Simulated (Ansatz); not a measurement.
Geometry optimisation, RKS B3LYP/def2-SVPD (Ansatz 0.2.0).

The input (input.yaml):

```yaml
crystal:
  periodic: [false, false, false]
  atoms:
    - { symbol: "N", position_ang: [0.3, -0.8185, 0.0926] }
    - { symbol: P, position_ang: [-0.5752, 0.701, -0.1062] }
    - { symbol: H, position_ang: [0.0295, -1.4049, -0.7109] }
    - { symbol: H, position_ang: [0.017, -1.2588, 0.9141] }
    - { symbol: H, position_ang: [0.2131, 1.2591, -1.1631] }
    - { symbol: H, position_ang: [0.0576, 1.4581, 0.9273] }
basis:
  gaussian: { orbitals: def2-SVPD }
hamiltonian:
  xc: b3lyp
relax:
  f_tol: 0.015
  max_steps: 40
```

Command:

```bash
$ ansatz run input.yaml --threads 1 --pin off --max-ram 2048MiB --backend cpu --events-out ev --progress --plain --runs-dir out
```

Task: Where does it end, and by what steps?

Result: It converged. After 17 steps the energy has fallen by 0.290 eV; H4 moved furthest, 0.91 Å.

```
step  energy less start (eV)  largest force component (eV/Å)  accepted
   0                  0.0000                           2.410       yes
   1                 -0.0736                           0.561       yes
   2                 -0.0827                           0.066       yes
   3                 -0.0833                           0.037       yes
   4                 -0.0859                           0.148       yes
   5                 -0.0914                           0.337       yes
   6                 -0.1003                           0.116       yes
   7                 -0.1404                           0.364       yes
   8                 -0.1249                           1.631        no
   9                 -0.1722                           0.325       yes
  10                 -0.2037                           0.444       yes
  11                 -0.2421                           0.562       yes
  12                 -0.2832                           0.221       yes
  13                 -0.2802                           0.685        no
  14                 -0.2889                           0.065       yes
  15                 -0.2830                           0.221        no
  16                 -0.2896                           0.042       yes
  17                 -0.2900                           0.004       yes
```

```xyz
6
Properties=species:S:1:pos:R:3
N 0.125 -0.855 -0.145
P -0.523 0.726 -0.412
H -0.548 -1.610 -0.195
H 0.823 -1.018 0.571
H 0.688 1.395 -0.773
H -0.523 1.298 0.907
```

Whether the end is a true minimum wasn't checked by a vibrational analysis.

The run took 26 s on 1 thread of Arm Neoverse V2, on a shared host, peak memory 0.12 GiB.
